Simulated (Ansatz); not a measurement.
**C₂H₆ (SMILES CC): a relaxed scan of the dihedral angle H3–C1–C2–H6**

How does the energy rise as the dihedral angle H3–C1–C2–H6 leaves its equilibrium value, and do density functionals follow CCSD(T)? At each value the rest of the molecule is relaxed at PBE0-D4 with the four atoms held in place.

Method: single points in def2-TZVPP; program: Ansatz 0.2.0, Gaussian basis.

Levels: PBE-D4, r2SCAN-D4, PBE0-D4, B3LYP-D4, wB97M-V, Hartree-Fock, MP2, CCSD, CCSD(T). The scan takes -171.5, -154.4, -137.2, -120.1, -102.9, -85.8, -68.6°.

Correlated methods freeze the cores. B3LYP uses VWN-RPA correlation.

36 further runs of the same task are left out: 36 set aside as unsound or not needed.

**1. The starting structure**

SMILES `CC`, 8 atoms, charge 0, spin multiplicity 1.

Atoms are counted from 1 here; the program's logs count them from 0.

Bond lengths: C1–C2 1.522 Å, C1–H3 1.088 Å, C1–H4 1.088 Å, C1–H5 1.088 Å, C2–H6 1.088 Å, C2–H7 1.088 Å, C2–H8 1.088 Å. Angles: C2–C1–H3 110.6°, C2–C1–H4 110.6°, C2–C1–H5 110.6°, H3–C1–H4 108.3°, H3–C1–H5 108.3°, H4–C1–H5 108.3°, C1–C2–H6 110.6°, C1–C2–H7 110.6°, C1–C2–H8 110.6°, H6–C2–H7 108.3°, H6–C2–H8 108.3°, H7–C2–H8 108.3°.

Geometry (Å):

```
C    -0.32747    0.13239   -0.67392
C     0.32732   -0.13259    0.67396
H     0.07778   -0.53217   -1.43385
H    -1.40167   -0.02914   -0.61600
H    -0.15248    1.15871   -0.98920
H    -0.07659    0.53338    1.43342
H     1.40165    0.02779    0.61533
H     0.15145   -1.15836    0.99027
```

**2. Relaxation at PBE0-D4**

relax/in.yaml

```yaml
crystal:
  periodic: [false, false, false]
  atoms:
    - {symbol: C, position_ang: [-0.327470, 0.132390, -0.673920]}
    - {symbol: C, position_ang: [0.327320, -0.132590, 0.673960]}
    - {symbol: H, position_ang: [0.077780, -0.532170, -1.433850]}
    - {symbol: H, position_ang: [-1.401670, -0.029140, -0.616000]}
    - {symbol: H, position_ang: [-0.152480, 1.158710, -0.989200]}
    - {symbol: H, position_ang: [-0.076590, 0.533380, 1.433420]}
    - {symbol: H, position_ang: [1.401650, 0.027790, 0.615330]}
    - {symbol: H, position_ang: [0.151450, -1.158360, 0.990270]}
basis:
  gaussian: {orbitals: def2-TZVP}
hamiltonian: {xc: pbe0, dispersion: d4}
relax: {f_tol: 0.005, max_steps: 200}
```

The command line of these runs was not kept.

The runs that follow: The minimum at every level; H3–C1–C2–H6 = -171.5°; H3–C1–C2–H6 = -154.4°; H3–C1–C2–H6 = -137.2°; H3–C1–C2–H6 = -120.1°; H3–C1–C2–H6 = -102.9°; H3–C1–C2–H6 = -85.8°; H3–C1–C2–H6 = -68.6°.

Before running it: what results should come out? Wanted: highest point, CCSD(T); lowest point, CCSD(T); RMS deviation from CCSD(T); largest T1 diagnostic.

The runs gave:

```
                  quantity                                                                                                            value
    highest point, CCSD(T)                                                                                         2.9 kcal/mol at -120.1 °
     lowest point, CCSD(T)                                                                                          0.0 kcal/mol at 180.0 °
RMS deviation from CCSD(T)  PBE-D4 0.1, r2SCAN-D4 0.0, PBE0-D4 0.1, B3LYP-D4 0.1, wB97M-V 0.1, Hartree-Fock 0.2, MP2 0.0, CCSD 0.0 kcal/mol
     largest T1 diagnostic                                                                                                            0.008
```

What this shows: Over the points sampled the torsion costs at most 2.9 kcal/mol, a hindered rotation that is fast at room temperature. Best along the scan: CCSD. Worst: Hartree-Fock.
